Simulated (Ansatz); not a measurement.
**Setting up singlet SiH− in Ansatz**

The species is SiH− (2 atoms), meant as a singlet with charge -1. As SMILES of the parent species, `[SiH]`. The shape is that of a GFN2-xTB optimisation. That shape belongs to the parent species and isn't relaxed for this state.

| atom | x (Å) | y (Å) | z (Å) |
| --- | --- | --- | --- |
| Si | 0.0000 | 0.0000 | 0.0000 |
| H | 0.0000 | 0.0000 | 1.5166 |

Settings wanted:

| Setting | Value |
| --- | --- |
| basis set | 6-311G** |
| core potential | none |
| task | energy |
| method | DFT |
| functional | SVWN5 |
| reference | RKS |
| accuracy | high |
| d and f functions | spherical |

Q: Write the Ansatz 0.2.0 input and the command.

A: One that was run (others would do as well):

input.yaml:
```yaml
basis:
  gaussian: {orbitals: 6-311G_st__st_-spherical.json}
crystal:
  periodic: [false, false, false]
  atoms:
    - {symbol: Si, position_ang: [0.000000, 0.000000, 0.000000]}
    - {symbol: H, position_ang: [0.000000, 0.000000, 1.516560]}
total_charge: -1
hamiltonian: {xc: {name: SVWN5}}
accuracy: high
```

```bash
$ ansatz run input.yaml --threads 1 --pin off --max-ram 2610MiB --events-out events.jsonl --progress --plain --runs-dir runs
```

(Basis files named in the input come from the Basis Set Exchange and aren't shown.)

Calculated total energy: -288.82601 Eh. Without diffuse functions such a state is poorly described.
